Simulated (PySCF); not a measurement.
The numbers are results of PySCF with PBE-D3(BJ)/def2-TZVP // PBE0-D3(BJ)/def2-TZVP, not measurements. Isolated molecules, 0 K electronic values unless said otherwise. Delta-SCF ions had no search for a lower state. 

Reference species (SMILES): `F[Si](F)(F)F` (neutral, multiplicity 1).

```json
{
  "vertical ionisation energy (Delta-SCF)": "14.39 eV",
  "HOMO–LUMO gap": "10.06 eV",
  "HOMO": "-10.59 eV"
}
```

After one change: the vertical ionisation energy (Delta-SCF) drops by 0.93 eV; the HOMO–LUMO gap falls by 0.36 eV; the HOMO increases by 1.04 eV.

Q: What was changed between the two runs? The new species is one of these.
A. `[SiH4]`
B. `F[SiH2]F`
C. `F[SiH](F)F`

A: C, `F[SiH](F)F`
